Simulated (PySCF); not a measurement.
C₃H₃N₂ (charge -1).
Numbering: `[CH2:1]=[N:2][CH-:3][C:4]#[N:5]` (hydrogens: H6, H7 on C1; H8 on C3)

Geometry (GFN2-xTB, Å), atoms numbered from 1 in this order:
```
atom  x, y, z in Å
C1    -1.555   -0.370    0.114
N2    -0.310   -0.624   -0.085
C3     0.640    0.308   -0.022
C4     1.961    0.028   -0.234
N5     3.105   -0.137   -0.403
H6    -1.964    0.626    0.353
H7    -2.267   -1.183    0.044
H8     0.399    1.363    0.208
```

Hirshfeld charges (e) from the PBE0/pcSseg-1 density (PySCF), one withheld:

| atom | bonded to | charge |
| --- | --- | --- |
| C1 | N2 H6 H7 | -0.1804 |
| N2 | C1 C3 | -0.1902 |
| C3 | N2 C4 H8 | -0.1523 |
| C4 | C3 N5 | ? |
| N5 | C4 | -0.4046 |
| H6 | C1 | -0.0223 |
| H7 | C1 | -0.0161 |
| H8 | C3 | -0.0134 |

Question: What is the charge on C4?

Answer: The charges add up to the total charge, -1. The others sum to -0.9793, which leaves -0.0207 e for C4 (carbon bonded to C and N).

Question: Add each hydrogen's charge to the atom that carries it.

Answer: C1 -0.2188, C3 -0.1657. Atoms without hydrogen keep their charges.

Question: Across which bond do the charges differ most?

Answer: C4–N5: -0.0207 on C4 against -0.4046 on N5, a difference of 0.3839 e. The lower charge is on the more electronegative element of the two (Pauling values: N 3.04, C 2.55).

Question: Take the bonds between elements whose Pauling electronegativities differ by more than 0.25. In how many does the more electronegative atom carry the lower charge?

Answer: In 6 of 6.

The Hirshfeld scheme divides the density at each point in proportion to the densities of the neutral, spherically averaged free atoms. The structure is a single GFN2-xTB conformer in the gas phase; no vibrational or solvent corrections. The pcSseg-1 basis has no diffuse functions, a weakness for an anion. The HOMO energy is positive at this level (+0.17 eV), so the outermost electrons may be held by the finite basis alone.
